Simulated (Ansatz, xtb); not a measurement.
## Isomers of CH5BN in order of energy

6 gas-phase structures of CH5BN, found in a search over its isomers (lower ones may exist). Each was relaxed with GFN2-xTB:

A. `[BH]NC`, a doublet
B. `[CH2]BN`, a doublet
C. a doublet given by its coordinates
D. `BN[CH2]`, a doublet
E. `B[CH]N`, a doublet
F. `C[B]N`, a doublet

C (Å):

```xyz
8

C    -0.9118    0.8919    0.7819
B    -0.9135    1.4462   -0.7345
N    -1.6170    0.9559   -1.7199
H    -1.2407    1.6700    1.4637
H    -1.5744    0.0391    0.8741
H     0.0912    0.5928    1.0695
H    -0.1953    2.3796   -0.8940
H    -1.9181    0.9393   -2.6673
```

Close contacts (Å): C1–B2 1.61, B2–N3 1.31, C1–H4 1.09, C1–H5 1.08, C1–H6 1.09, B2–H7 1.19, N3–H8 0.99.

Estimate their order in r2SCAN-D4/def2-SVP energy at these geometries, lowest first.

Calculated order at r2SCAN-D4/def2-SVP: B (0.000), F (0.267), D (0.567), C (0.777), A (1.035), E (1.047) eV. Less than 1 kcal/mol parts A and E, so the order within that pair means little.

Energies above the lowest of each column, in eV; the last columns are at PBE0-D3(BJ)/pcseg-1 geometries and were run for some of them only (a dash: not run or not comparable):

| structure | GFN2-xTB | HF/STO-3G | r2SCAN-D4/def2-SVP | PBE0-D3(BJ)/pcseg-1 | CCSD(T)/def2-SVP + ΔMP2/def2-TZVPP |
| --- | --- | --- | --- | --- | --- |
| B | 0.448 | 0.000 | 0.000 | 0.000 | 0.000 |
| F | 0.995 | 0.692 | 0.267 | 0.271 | 0.319 |
| D | 0.000 | 0.570 | 0.567 | 0.581 | 0.643 |
| C | 0.588 | 0.523 | 0.777 | 0.725 | – |
| A | 0.889 | 1.139 | 1.035 | – | – |
| E | 0.646 | 1.642 | 1.047 | – | – |

CCSD(T)/def2-SVP + ΔMP2/def2-TZVPP puts B lowest of those it was run on; GFN2-xTB picks D. Flexible structures stand in one conformer each, not always the lowest. Frequencies (PBE0-D3(BJ)/pcseg-1) were run for B, D, F alone. Open shells are spin-unrestricted. ΔMP2 is the change of the MP2 energy from the smaller to the larger basis.

Over these structures GFN2-xTB departs from r2SCAN-D4/def2-SVP by 0.406 eV on average once a common shift is removed. A GFN2-xTB relaxation took about 0.051 s and the r2SCAN-D4/def2-SVP energy about 2.5 s on a shared host (Ansatz 0.2.0, xtb 6.7.1).
